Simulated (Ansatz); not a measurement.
Antiferromagnetic (type II) rock-salt NiO: PBE at its full settings (plane-wave cutoff 520 eV, 14×14×14 k mesh, Fermi–Dirac smearing 0.01 eV, spin-polarised with opposed moments, scalar-relativistic PAW data made under PBE) and at cheaper ones, in a cell of 4 atoms with Γ-centred meshes.

```tsv
level and setting	lattice constant a (Å)	bulk modulus (GPa)	magnetic moment (μB)
PBE (Ansatz)	4.192	193	1.37
PBE (300 eV cutoff) (Ansatz)	4.192	[?]	1.37
PBE (4×4×4 k mesh) (Ansatz)	4.195	194	1.40
PBE (6×6×6 k mesh) (Ansatz)	4.192	193	1.37
PBE (Fermi-Dirac smearing of 0.3 eV) (Ansatz)	4.202	186	1.28
```

Question: Some entries are withheld; supply them.

Answer: 
- PBE (300 eV cutoff) (Ansatz, a program for electronic structure), bulk modulus (GPa): 177

Largest shifts from the full settings: lattice constant a +0.24 % (PBE (Fermi-Dirac smearing of 0.3 eV)), against a difference of +0.53 % of the full result from the reference 4.170 Å (measured, 5 K, not corrected to a static lattice, pseudo-cubic cell; as tabulated in Yang et al. (2022), arXiv:2205.02972); bulk modulus -8.3 % (PBE (300 eV cutoff)), against a difference of +0.5 % of the full result from the reference 192 ± 7 GPa (measured, room temperature, no zero-point or thermal correction, equation of state from high-pressure X-ray diffraction, sources range from 174 to 209; as tabulated in Gavriliuk et al., The first-order structural transition in NiO at high …); magnetic moment -0.09 μB (PBE (Fermi-Dirac smearing of 0.3 eV)), against a difference of -0.27 μB of the full result from the reference 1.64 μB (measured, temperature not stated, site moment of the metal atom, antiferromagnet; as tabulated in Liu et al. (2019), arXiv:1902.05025).

Ansatz's density-functional and Hartree–Fock values are scalar-relativistic unless marked +SOC, with PAW data made under PBE.

Run with cheap settings on purpose, which may leave them unconverged: PBE (300 eV cutoff), PBE (4×4×4 k mesh), PBE (6×6×6 k mesh), PBE (Fermi-Dirac smearing of 0.3 eV).
